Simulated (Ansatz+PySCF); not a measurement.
The numbers below are computed, except where a source is named.
This PySCF input gave a total energy of -25.09658 hartree.

```python
from pyscf import gto, scf

mol = gto.M(atom="""
B 0.000000 0.000000 -0.192030
H 0.000000 0.000000 0.960140
""", basis='def2-svp', charge=0, spin=0)
mf = scf.RHF(mol)
mf.init_guess = 'atom'
mf.kernel()
while True:  # follow internal instabilities
    mo, _, stable, _ = mf.stability(return_status=True)
    if stable: break
    mf.kernel(mf.make_rdm1(mo, mf.mo_occ))
print(mf.converged, mf.e_tot, mf.spin_square()[0])
```

Write an input for Ansatz with the same method and basis set.

```yaml
crystal:
  periodic: [false, false, false]
  atoms:
    - { symbol: B, position_ang: [0.0, 0.0, -0.19203] }
    - { symbol: H, position_ang: [0.0, 0.0, 0.96014] }
basis:
  gaussian: { orbitals: def2-SVP }
hamiltonian:
  xc: hf
```

Ansatz (development build ahead of 0.2.0) gave -25.09658 hartree, 0.03 meV from the first.
